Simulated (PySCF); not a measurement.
## How well do the runs reproduce experiment for CH6Si?

**What was measured.**

NIST CCCBDB Release 22 (SRD 101), experimental dipoles lists, for the gas: dipole moment (microwave Stark effect) 0.735 D.

The runs below try to reproduce these values; the comparison stands at the end.

CH6Si.
SMILES with atom numbers: `[CH3:1][SiH3:2]` (hydrogens: H3, H4, H5 on C1; H6, H7, H8 on Si2)

Cartesian coordinates in Å at the GFN2-xTB level; atoms count from 1:
```
atom  x, y, z in Å
C1    -0.9752   -0.1150    0.0160
Si2    0.9068    0.1083   -0.0210
H3    -1.4391    0.5618    0.7287
H4    -1.2476   -1.1279    0.3003
H5    -1.4149    0.0823   -0.9581
H6     1.2277    1.4828   -0.4129
H7     1.4936   -0.8235   -0.9871
H8     1.4577   -0.1594    1.3096
```

The PySCF runs (gas phase, on this GFN2-xTB geometry; no spin–orbit coupling):

```json
{"level": "PBE0/pcSseg-1", "job": "shieldings, charges and field gradients", "basis functions": "71"}
```

## Comparison

**Dipole moment.** Measured: 0.735 D (NIST CCCBDB Release 22 (SRD 101), experimental dipoles).

| level | computed (D) | computed − measured (D) | % (from the printed values) |
| --- | --- | --- | --- |
| PBE0/pcSseg-1 | 0.561 | -0.174 | -24 |

The computed dipoles belong to one fixed geometry; measured ones are averaged over vibrations unless marked μe. Magnitudes are compared, not signs.

No measured geometry was used, and the causes of the misses weren't examined.
